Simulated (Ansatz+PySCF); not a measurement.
## triplet O2: levels of theory in one basis

```xyz
2

O     0.0000    0.0000   -0.5941
O     0.0000    0.0000    0.5941
```

Basis set: def2-SVP (spherical functions). Frozen core: 2 orbitals. Correlation on ROHF uses semicanonical orbitals with singles. Charge 0, multiplicity 3.

Computed with Ansatz (development build ahead of 0.2.0); each method stands on the lowest determinant of its kind that the runs found. NEVPT2 correlates all electrons. Active spaces start from the frontier orbitals, and the lowest solution found is given.

```csv
method,E − E(ROHF) (eV),<S²> of the determinant
ROHF,0.00,2.00
UHF,-0.53,2.03
ROHF-MP2,-10.14,–
ROHF-CCSD,-9.87,–
UHF-CCSD,-9.91,2.03
ROHF-CCSD(T),-10.15,–
UHF-CCSD(T),-10.16,2.03
"CASSCF(12,8)",-2.75,–
"CASSCF(4,4)",-0.68,–
"SC-NEVPT2(4,4)",-10.08,–
"SC-NEVPT2(12,8)",-9.14,–
```

Question: What does UHF-MP2 give on the same scale?

Answer: -9.77 eV.

Question: Is a single determinant a sound starting point here?

Answer: By this sign, yes. Unrestricted orbitals gain 0.53 eV and <S²> is 2.03 against 2.00 for a pure state. The CASSCF(12,8) natural occupations are 2.00, 2.00, 1.96, 1.96, 1.96, 1.04, 1.04, 0.04. The CASSCF(4,4) natural occupations are 1.98, 1.00, 1.00, 0.02.

Caution for CASSCF(4,4): other starts end on other solutions of this active space.
